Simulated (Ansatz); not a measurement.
# C6H12 (cyclohexane) at SVWN5/6-31G(d) (spherical functions)

What is the energy change on altering one bond length of C6H12 (cyclohexane) at SVWN5/6-31G* (spherical functions)? 

The results are computed with Ansatz 0.2.0.

11 further runs of the same task are left out: 11 set aside as unsound or not needed.

### 1 Starting point

C6H12: 18 atoms, total charge 0, spin state singlet. SMILES: `C1CCCCC1`. The coordinates come from a PBE0-D4/def2-TZVP relaxation. This is one conformer, not always the lowest.

Some bond lengths: C1–C2 1.523 Å, C2–C3 1.523 Å, C3–C4 1.523 Å, C4–C5 1.523 Å, C1–C6 1.523 Å, C5–C6 1.523 Å, C1–H7 1.098 Å, C1–H8 1.094 Å, C2–H9 1.094 Å, C2–H10 1.098 Å, C3–H11 1.098 Å, C3–H12 1.094 Å, C4–H13 1.094 Å, C4–H14 1.098 Å, C5–H15 1.094 Å, C5–H16 1.098 Å. Some angles: C1–C2–C3 111.4°, C2–C1–C6 111.3°, C2–C3–C4 111.4°, C3–C4–C5 111.3°, C4–C5–C6 111.4°, C1–C6–C5 111.4°, C1–C2–H9 110.3°, C1–C2–H10 109.1°, C3–C2–H9 110.3°, C3–C2–H10 109.1°.

### 2 A single-point energy at SVWN5/6-31G(d) (spherical functions)

run.yaml reads:

```yaml
crystal:
  periodic: [false, false, false]
  atoms:
    - symbol: C
      position_ang: [-0.674400, 1.121620, -0.670170]
    - symbol: C
      position_ang: [0.748090, 1.257610, -0.143380]
    - symbol: C
      position_ang: [1.462600, -0.087190, -0.122410]
    - symbol: C
      position_ang: [0.674400, -1.121620, 0.670170]
    - symbol: C
      position_ang: [-0.748090, -1.257610, 0.143380]
    - symbol: C
      position_ang: [-1.462600, 0.087190, 0.122410]
    - symbol: H
      position_ang: [-0.639430, 0.816280, -1.723860]
    - symbol: H
      position_ang: [-1.183830, 2.089710, -0.644310]
    - symbol: H
      position_ang: [1.309880, 1.977570, -0.746220]
    - symbol: H
      position_ang: [0.716030, 1.662980, 0.876120]
    - symbol: H
      position_ang: [1.587310, -0.443510, -1.153050]
    - symbol: H
      position_ang: [2.469350, 0.023290, 0.291850]
    - symbol: H
      position_ang: [1.183830, -2.089710, 0.644310]
    - symbol: H
      position_ang: [0.639430, -0.816280, 1.723860]
    - symbol: H
      position_ang: [-1.309880, -1.977570, 0.746220]
    - symbol: H
      position_ang: [-0.716030, -1.662980, -0.876120]
    - symbol: H
      position_ang: [-1.587310, 0.443510, 1.153050]
    - symbol: H
      position_ang: [-2.469350, -0.023290, -0.291850]
basis:
  gaussian: {orbitals: 6-31G_st_-spherical.json}
hamiltonian: {xc: {name: SVWN5}}
accuracy: high
output: {orbitals: {seedname: orbitals}}
```

The basis set 6-31G* is read from a file made from the Basis Set Exchange's data (not shown).

On the command line:

```sh
ansatz run run.yaml --threads 4 --pin off --max-ram 12180MiB --events-out events.jsonl --progress --plain --runs-dir runs
```

Output:

```text
Warning: RAYON_NUM_THREADS=4 ignored (pool sized by the plan → 4); use --threads N
Functional definition: SVWN5
  name "SVWN5"
  exchange = slater_x
  correlation = vwn5_c
2887 factors; integrals over basis functions are off by at most 3.4e-9 eV
mean field evaluation 1: about -6341.3873 eV, gradient 7.9e1 eV
mean field evaluation 2: about -6314.7745 eV, gradient 1.3e2 eV
mean field evaluation 4: about -6357.2546 eV, gradient 2.1e0 eV
mean field evaluation 8: about -6357.2390 eV, gradient 2.6e-2 eV
mean field evaluation 16: about -6357.2390 eV, gradient 9.5e-7 eV
mean field -6357.23900761 eV, -233.6242244384 hartree, gradient 1.7e-8 eV, S^2 0.000000; 0 other end points of the search recorded, 0 dependent functions left out
reference -6357.23901039 eV, -233.6242245403 hartree; 24, 24 occupied and 84, 84 virtual orbitals, 2887 factors
Total energy: -6357.23901039 eV, -233.6242245403 hartree
```

Run time: 2.4 s. Hardware: 4 threads of Arm Neoverse V2, shared host; peak memory 0.38 GiB.

### 3 The distorted shape, same level

molecule.yaml reads:

```yaml
crystal:
  periodic: [false, false, false]
  atoms:
    - {symbol: C, position_ang: [-0.711815, 1.228521, -0.360965]}
    - {symbol: C, position_ang: [0.710675, 1.364511, 0.165825]}
    - {symbol: C, position_ang: [1.425185, 0.019711, 0.186795]}
    - {symbol: C, position_ang: [0.636985, -1.014719, 0.979375]}
    - {symbol: C, position_ang: [-0.785505, -1.150709, 0.452585]}
    - {symbol: C, position_ang: [-1.500015, 0.194091, 0.431615]}
    - {symbol: H, position_ang: [-0.676845, 0.923181, -1.414655]}
    - {symbol: H, position_ang: [-1.221245, 2.196611, -0.335105]}
    - {symbol: H, position_ang: [1.272465, 2.084471, -0.437015]}
    - {symbol: H, position_ang: [0.678615, 1.769881, 1.185325]}
    - {symbol: H, position_ang: [1.587310, -0.443510, -1.153050]}
    - {symbol: H, position_ang: [2.431935, 0.130191, 0.601055]}
    - {symbol: H, position_ang: [1.146415, -1.982809, 0.953515]}
    - {symbol: H, position_ang: [0.602015, -0.709379, 2.033065]}
    - {symbol: H, position_ang: [-1.347295, -1.870669, 1.055425]}
    - {symbol: H, position_ang: [-0.753445, -1.556079, -0.566915]}
    - {symbol: H, position_ang: [-1.624725, 0.550411, 1.462255]}
    - {symbol: H, position_ang: [-2.506765, 0.083611, 0.017355]}
basis:
  gaussian: {orbitals: 6-31G_st_-spherical.json}
hamiltonian: {xc: {name: SVWN5}}
accuracy: high
output: {orbitals: {seedname: orbitals}}
```

The basis set 6-31G* is read from a file made from the Basis Set Exchange's data (not shown).

On the command line:

```sh
ansatz run molecule.yaml --threads 4 --pin off --max-ram 12180MiB --events-out events.jsonl --progress --plain --runs-dir runs
```

Output:

```text
Warning: RAYON_NUM_THREADS=4 ignored (pool sized by the plan → 4); use --threads N
Functional definition: SVWN5
  name "SVWN5"
  exchange = slater_x
  correlation = vwn5_c
2896 factors; integrals over basis functions are off by at most 3.4e-9 eV
mean field evaluation 1: about -6340.2694 eV, gradient 7.9e1 eV
mean field evaluation 2: about -6309.9997 eV, gradient 1.3e2 eV
mean field evaluation 4: about -6356.3728 eV, gradient 4.2e0 eV
mean field evaluation 8: about -6356.3860 eV, gradient 2.2e-1 eV
mean field evaluation 16: about -6356.3862 eV, gradient 1.5e-5 eV
mean field -6356.38618407 eV, -233.5928837513 hartree, gradient 4.6e-8 eV, S^2 0.000000; 0 other end points of the search recorded, 0 dependent functions left out
reference -6356.38618690 eV, -233.5928838552 hartree; 24, 24 occupied and 84, 84 virtual orbitals, 2896 factors
Total energy: -6356.38618690 eV, -233.5928838552 hartree
```

It took 2.4 s on 4 threads of Arm Neoverse V2, shared host; peak memory 0.38 GiB.

### 4 Results

At SVWN5/6-31G* (spherical functions):

| quantity | value |
| --- | --- |
| first shape: total energy | -233.62422 Eh |
| first shape: HOMO energy | -6.81 eV |
| first shape: LUMO energy | 1.60 eV |
| first shape: HOMO–LUMO gap | 8.41 eV |
| distorted shape: total energy | -233.59288 Eh |
| distorted shape: HOMO energy | -6.85 eV |
| distorted shape: LUMO energy | 0.77 eV |
| distorted shape: HOMO–LUMO gap | 7.61 eV |
| energy change with the C3–H11 bond stretched from 1.098 to 1.427 Å | 0.853 eV |

**Reading.** With the C3–H11 bond stretched from 1.098 to 1.427 Å the energy rises by 0.85 eV (82.3 kJ/mol). The first shape isn't relaxed at this level, so the change isn't measured from a minimum.
